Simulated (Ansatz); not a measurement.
```yaml
crystal:
  periodic: [false, false, false]
  atoms:
    - {symbol: F, position_ang: [-1.014721, -1.090409, 1.357082]}
    - {symbol: C, position_ang: [-0.399215, -0.424857, 0.437887]}
    - {symbol: C, position_ang: [0.006810, -0.151337, -0.725567]}
    - {symbol: F, position_ang: [0.156931, -0.301775, -1.999002]}
    - {symbol: N, position_ang: [0.493475, 1.737882, 0.502604]}
    - {symbol: H, position_ang: [0.493475, 1.437882, 0.502604]}
basis:
  gaussian: {orbitals: def2-TZVPD}
hamiltonian: {xc: {name: PBEsol}}
output: {forces: true}
```

```sh
$ ansatz run in.yaml --threads 2 --pin off --events-out ev --progress --plain --max-ram 4352MiB
```

Shortened log:

```
Functional definition: PBEsol
972 factors; their error is unknown
mean field evaluation 1: about -8800.7568 eV, gradient 1.7e2 eV
mean field evaluation 2: about -8432.7180 eV, gradient 2.1e2 eV
mean field evaluation 4: about -8788.8792 eV, gradient 1.8e2 eV
mean field evaluation 8: about -8868.9263 eV, gradient 6.6e-1 eV
mean field evaluation 16: about -8866.4443 eV, gradient 1.2e1 eV
mean field -8868.92040199 eV, -325.9268132029 hartree, gradient 2.0e-5 eV, S^2 0.000000; 1 other end points of the search recorded, 0 dependent functions left out
reference -8868.92045990 eV, -325.9268153310 hartree; 19, 19 occupied and 181, 181 virtual orbitals, 972 factors
Total energy: -8868.92045990 eV, -325.9268153310 hartree
Atom 0 at    -1.014721    -1.090409     1.357082 Å, force     0.324809     0.351002    -0.269523 eV/Å
Atom 1 at    -0.399215    -0.424857     0.437887 Å, force    -0.209917     0.797041    -0.788449 eV/Å
Atom 2 at     0.006810    -0.151337    -0.725567 Å, force    -0.598466     1.080969     0.996895 eV/Å
Atom 3 at     0.156931    -0.301775    -1.999002 Å, force     0.237876     0.108629     0.576764 eV/Å
Atom 4 at     0.493475     1.737882     0.502604 Å, force    -6.368666   734.555425    -3.044907 eV/Å
Atom 5 at     0.493475     1.437882     0.502604 Å, force     6.614365  -736.893066     2.529221 eV/Å
Dipole moment:    -0.119596    -0.667154    -0.143052 e Å
```

Question: Something in this input is off. What?

Answer: One atom was put on top of another. Self-consistency was reached. The result belongs to that input, not to the molecule as meant.
